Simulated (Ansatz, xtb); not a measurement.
Molecule: phosphine, PH3, net charge 0, singlet state. SMILES: P
Geometry from a B3LYP-D3(BJ)/def2-TZVP (Ansatz, a quantum-chemistry and plane-wave program) optimisation:
```xyz
4

P      0.0029     0.0016     0.1282
H     -0.0038     1.1839    -0.6561
H      1.0120    -0.6137    -0.6568
H     -1.0521    -0.5944    -0.6098
```
Charge 0, spin multiplicity 1.

Harmonic wavenumbers from GFN2-xTB (xtb, at its own minimum), cm⁻¹: 1132, 1151, 1151, 2283, 2392, 2392.

Q: Give the harmonic wavenumbers at B3LYP-D3(BJ)/def2-TZVP (Ansatz, finite differences of forces, unscaled).

A: 1022, 1141, 1141, 2390, 2397, 2397 cm⁻¹. Zero-point energy 15.0 kcal/mol.

Q: From these and the geometry, give the ideal-gas thermochemistry at 298.15 K and 1 atm (rigid rotor, harmonic oscillator).

A: Point group C3v, rotational symmetry number 3. Rotational constants 133.7, 133.7, 117.6 GHz. S(trans) 36.50, S(rot) 13.50, S(vib) 0.19, S(elec, spin only) 0.00, S 50.2 cal/(mol K). H(298) - H(0) 2.42 kcal/mol; G - E(el) 2.4 kcal/mol. Tabulated S at 1 bar: 50.2 cal/(mol K) (CRC Handbook, as tabulated in the package chemicals).
